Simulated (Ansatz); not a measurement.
`C[SiH](C)C` → CH₄ + `C[Si]C` at 700 K and 1 bar (silylene formation by 1,1-elimination).

Gas-phase electronic energies from Ansatz, PBE0-D4/def2-TZVP geometries. CCSD(T)/CBS is the MP2 limit (def2-TZVPP, def2-QZVPP) plus CCSD(T) − MP2 in def2-TZVPP, frozen cores. This one scheme is used for every species.

| species | CCSD(T)/CBS energy (Eh) | H − E (kJ/mol) | S (J/(mol·K)) |
| --- | --- | --- | --- |
| `C[SiH](C)C` | -409.29330 | 400.4 | 467.7 |
| CH₄ | -40.46206 | 145.9 | 224.0 |
| `C[Si]C` | -368.74530 | 247.3 | 387.1 |

H − E and S are ideal-gas, rigid-rotor, harmonic terms from PBE0-D4/def2-TZVP, for one conformer and one mirror image of each species. 1 Eh = 2625.50 kJ/mol, R = 8.31446 J/(mol·K).

Q: By hand: ΔE, ΔH, ΔS and ΔG.

A: ΔE = (-40.46206) + (-368.74530) − (-409.29330) = 0.08594 Eh = 225.6 kJ/mol. Δ(H − E) = 145.9 + 247.3 − 400.4 = -7.2, so ΔH = 218.4 kJ/mol. ΔS = 224.0 + 387.1 − 467.7 = 143.4 J/(mol·K). ΔG = 218.4 − 700 × (143.4)/1000 = 118.0 kJ/mol.

Q: By hand: the equilibrium constant, and the temperature at which ΔG would vanish if ΔH and ΔS stayed fixed.

A: log₁₀ K = −ΔG/(RT ln 10) = -8.8. ΔG = 0 at ΔH/ΔS = 1523 K.

The number of gas molecules changes by +1, which sets the sign of ΔS. A doubt of 5 kJ/mol in ΔE shifts log₁₀ K by 0.4 here. Other conformers and mirror images would add mixing entropy, several J/(mol·K) or more a flexible species. These are equilibria of isolated gas molecules and say nothing of rates. Largest T1 diagnostic: 0.012 (customary marks: 0.02 for closed shells, 0.045 for open ones).
